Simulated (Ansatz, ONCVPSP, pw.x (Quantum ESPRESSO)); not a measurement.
Ta (bcc): variants of one ONCV potential in the solid

* Element: Ta
* Generator: ONCVPSP 4.0.1.1 (patched build)
* Type: optimised norm-conserving Vanderbilt (ONCV)
* Functional: PBE
* Relativity: scalar-relativistic
* Frozen core: [Xe] 4f14
* Valence charge: 5
* Reference configuration: 5d3.5 6s1.5
* Partial waves: 6s: rc 2.95 bohr, ncon 4, nbas 7, qcut 1.9 1/bohr, 1 projector; p scattering state at 0.06 Ha: rc 2.60 bohr, ncon 4, nbas 8, qcut 2.9 1/bohr, 1 projector; 5d: rc 2.85 bohr, ncon 3, nbas 8, qcut 4.8 1/bohr, 2 projectors, debl 1.7 Ha
* Local potential: polynomial inside 2.35 bohr (lpopt 3, dvloc0 1 Ha)
* Core correction: Teter function, fcfact 2, rcfact 1.2

Crystal test: bcc Ta in pw.x 7.5, no spin, 14³ k-points, Fermi–Dirac smearing 0.01 Ry, cutoffs set for each file from its atomic test. The reference is all-electron LAPW (Ansatz 0.2.0) with the same functional, mesh and smearing; V0 and B0 come from Birch–Murnaghan fits to the pressures at five volumes. Errors are pseudo minus all-electron; Δ is the rms difference of the E(V) curves that follow from these fits, minima aligned, over ±6 % about the mean V0. Mesh and smearing are coarse, so the numbers serve the comparison and aren't converged zero-temperature values; the lattice is a test structure that the element need not adopt.

All-electron: a0 = 3.321 Å (V0 = 18.31 Å³/atom), B0 = 193.2 GPa.

Base: The largest radius (2.95 bohr) exceeds half the bond length (2.71 bohr), so the spheres overlap, which is one possible source of error among others. This is a poor potential for the solid.

```tsv
change	cutoffs (Ry)	pw.x	a0 (Å)	a0 error (%)	B0 error (%)	Δ (meV/atom)	mean pressure error (GPa)
base	50/200	converged	3.292	-0.85	-0.0	19.7	-4.90
local potential polynomial inside 2.48 bohr (lpopt 3, dvloc0 1 Ha)	50/200	converged	3.299	-0.65	-0.0	15.1	-3.79
core correction Teter function, fcfact 7.6, rcfact 1.2	50/200	converged	3.275	-1.38	+3.8	32.2	-7.93
all radii but the core radius scaled by about 1.15 (s 3.40, p 3.00, d 3.28 bohr); local potential polynomial inside 2.70 bohr (lpopt 3, dvloc0 1 Ha)	50/200	converged; energies reset by the program	3.309	-0.34	-1.5	8.0	-2.03
core correction none	35/140	converged	3.306	-0.43	-3.1	10.1	-2.55
core correction Teter function, fcfact 2, rcfact 1.24	50/200	converged	3.291	-0.88	+0.5	20.5	-5.09
```
